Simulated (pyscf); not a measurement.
`[Cl][SnH]([Cl])[Cl]` + `[OH2]` → `[OH][Sn]([Cl])([Cl])[Cl]` + `[H][H]` (four-centre exchange; singlet surface; H–Sn, H–O broken, O–Sn, H–H formed). Single points on ωB97X-D3(BJ)/def2-SVP structures (PySCF, gas phase). Energies in kJ/mol from the separated reactants.

```
level                   barrier  reaction energy
----------------------  -------  ---------------
ωB97X-D3(BJ)/def2-TZVP    133.8             -2.1
PBE/def2-TZVP               [?]             -0.1
r²SCAN/def2-TZVP          116.2             -5.8
B3LYP-D3(BJ)/def2-TZVP      [?]              [?]
PBE0-D3(BJ)/def2-TZVP     127.6             +6.9
ωB97M-D3(BJ)/def2-TZVP    139.7             +5.4
```

Problem. Complete the blanks.

Solution. 
- PBE/def2-TZVP, barrier: 115.7
- B3LYP-D3(BJ)/def2-TZVP, barrier: 131.2
- B3LYP-D3(BJ)/def2-TZVP, reaction energy: -0.8

The functionals in the table span 24.1 kJ/mol in this barrier, from PBE to ωB97M-D3(BJ). On the reactant side the descent ends in a bound adduct (not fully relaxed), 43.5 kJ/mol under the separated species and 177.3 kJ/mol under the saddle at ωB97X-D3(BJ)/def2-TZVP. One saddle was located; it need not be the lowest between these sides. Elements past Kr carry the def2 core potentials, without spin-orbit coupling.
